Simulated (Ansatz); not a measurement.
Reaction (SMILES): ClC (CH3-Cl) → [CH2]Cl (CH2-Cl) + H atom
B3LYP-D3(BJ)/def2-TZVP geometries, fixed; electronic energies without zero-point terms.

Basis-set convergence of the bond dissociation energy at PBE0 with Ansatz (a quantum-chemistry and plane-wave program). Cartesian d functions, on some or all atoms, in 6-31G*; all else is spherical. The program fits the integrals of some runs and decomposes those of others, by size. Open shells are unrestricted. No added dispersion term, no relativity. Functions are those of the species that has most. Reference: the value in pcseg-4, 102.54 kcal/mol, itself unsure by roughly 0.04 kcal/mol (its mean distance from aug-pcseg-3, aug-cc-pV(Q+d)Z, cc-pV(5+d)Z).

```json
[
 {"basis": "STO-3G", "functions": "17", "bond dissociation energy (kcal/mol)": "[?]"},
 {"basis": "def2-SV(P)", "functions": "38", "bond dissociation energy (kcal/mol)": "[?]"},
 {"basis": "6-31G*", "functions": "40", "bond dissociation energy (kcal/mol)": "104.84"},
 {"basis": "cc-pV(D+d)Z", "functions": "52", "bond dissociation energy (kcal/mol)": "102.08"},
 {"basis": "def2-SVPD", "functions": "71", "bond dissociation energy (kcal/mol)": "103.58"},
 {"basis": "aug-cc-pV(D+d)Z", "functions": "82", "bond dissociation energy (kcal/mol)": "[?]"},
 {"basis": "def2-TZVPP", "functions": "115", "bond dissociation energy (kcal/mol)": "[?]"},
 {"basis": "jun-cc-pV(T+d)Z", "functions": "129", "bond dissociation energy (kcal/mol)": "102.70"},
 {"basis": "aug-pcseg-2", "functions": "165", "bond dissociation energy (kcal/mol)": "102.84"}
]
```

Task: Complete the blanks.

Result: 
- STO-3G, bond dissociation energy (kcal/mol): 135.69
- def2-SV(P), bond dissociation energy (kcal/mol): 101.13
- aug-cc-pV(D+d)Z, bond dissociation energy (kcal/mol): 101.88
- def2-TZVPP, bond dissociation energy (kcal/mol): 102.59
